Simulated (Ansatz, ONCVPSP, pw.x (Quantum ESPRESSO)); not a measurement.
What a changed setting does to a pw.x run (bcc W)

Potential: optimised norm-conserving Vanderbilt (ONCV), ONCVPSP 4.0.1.1 (patched build), PBE; core [Kr] 4d10 4f14, reference 5s2 5p6 5d4 6s1; waves: 5s+6s: rc 1.75 bohr, ncon 4, nbas 8, qcut 6.3 1/bohr, 2 projectors; 5p: rc 1.55 bohr, ncon 4, nbas 8, qcut 9.2 1/bohr, 2 projectors, debl 1.1 Ha; 5d: rc 1.60 bohr, ncon 3, nbas 7, qcut 5.5 1/bohr, 2 projectors, debl 3.9 Ha; local part: polynomial inside 1.45 bohr (lpopt 5, dvloc0 0 Ha); core correction: Teter function, fcfact 5.75, rcfact 1.75. In the p channel the program set the typed energies aside and used -1.864, 0.250 Ha.

The reference run (k-mesh 14³, cutoffs 80/320 Ry, Fermi–Dirac 0.01 Ry, mixing_beta 0.4, conv_thr 1e-9, no spin) gives -1.51 GPa at 16.130 Å³/atom, where all-electron LAPW gives 0.30 GPa. This run, with its own iteration cap, changes tot_charge to 3, a wrong or extreme entry chosen on purpose.

```
&control
  calculation='scf', prefix='x', pseudo_dir='./', outdir='./tmp', tstress=.true., disk_io='none'
/
&system
  ibrav=0, nat=1, ntyp=1, ecutwfc=80, ecutrho=320, nbnd=15,
  occupations='smearing', smearing='fd', degauss=0.01, tot_charge=3
/
&electrons
  conv_thr=1e-09, mixing_beta=0.4, electron_maxstep=70
/
ATOMIC_SPECIES
W 1.0 W.UPF
CELL_PARAMETERS angstrom
  -1.59168867 1.59168867 1.59168867
  1.59168867 -1.59168867 1.59168867
  1.59168867 1.59168867 -1.59168867
ATOMIC_POSITIONS crystal
W 0.0000 0.0000 0.0000
K_POINTS automatic
14 14 14 0 0 0
```

```bash
pw.x < W.scf.in > W.scf.out
```

Question: How does the run end?

Answer: It converges in 7 iterations; the free energy moves by -61.83 eV/atom and the pressure by -702.39 GPa. The cell is charged against a uniform background, so energy and pressure depend on the zero of the potential and are not those of the crystal.

```
Message from routine setup:
     using ibrav=0 with symmetry is DISCOURAGED, use correct ibrav instead
     lattice parameter (alat)  =       5.2098  a.u.
     unit-cell volume          =     108.8506 (a.u.)^3
     number of electrons       =        11.00
     number of Kohn-Sham states=           15
     kinetic-energy cutoff     =      80.0000  Ry
     charge density cutoff     =     320.0000  Ry
     scf convergence threshold =      1.0E-09
     Exchange-correlation= PBE
     number of k points=   104  Fermi-Dirac smearing, width (Ry)=  0.0100
     iteration #  1     ecut=    80.00 Ry     beta= 0.40
     total energy              =    -177.26470187 Ry
     estimated scf accuracy    <       0.31694376 Ry
     iteration #  2     ecut=    80.00 Ry     beta= 0.40
     total energy              =    -177.25496124 Ry
     estimated scf accuracy    <       0.04677834 Ry
     iteration #  3     ecut=    80.00 Ry     beta= 0.40
     total energy              =    -177.26496019 Ry
     estimated scf accuracy    <       0.00057627 Ry
     iteration #  4     ecut=    80.00 Ry     beta= 0.40
     total energy              =    -177.26499952 Ry
     estimated scf accuracy    <       0.00002934 Ry
     iteration #  5     ecut=    80.00 Ry     beta= 0.40
     total energy              =    -177.26500142 Ry
     estimated scf accuracy    <       0.00000073 Ry
     iteration #  6     ecut=    80.00 Ry     beta= 0.40
     total energy              =    -177.26500148 Ry
     estimated scf accuracy    <       0.00000024 Ry
     iteration #  7     ecut=    80.00 Ry     beta= 0.40
     the Fermi energy is    19.9017 ev
!    total energy              =    -177.26500150 Ry
     estimated scf accuracy    <          6.3E-10 Ry
     smearing contrib. (-TS)   =      -0.00727868 Ry
     The total energy is F=E-TS. E is the sum of the following terms:
     one-electron contribution =     -19.96621713 Ry
     hartree contribution      =      15.27478011 Ry
     xc contribution           =     -53.99514471 Ry
     ewald contribution        =    -118.57114108 Ry
     convergence has been achieved in   7 iterations
          total   stress  (Ry/bohr**3)                   (kbar)     P=    -7038.96
     Message from routine punch:
     Nothing written, as per user request (disk_io='none')
```

The run took about 35 s on one core of a shared host (Neoverse-N1, 64 threads, 124 GiB, load 58).
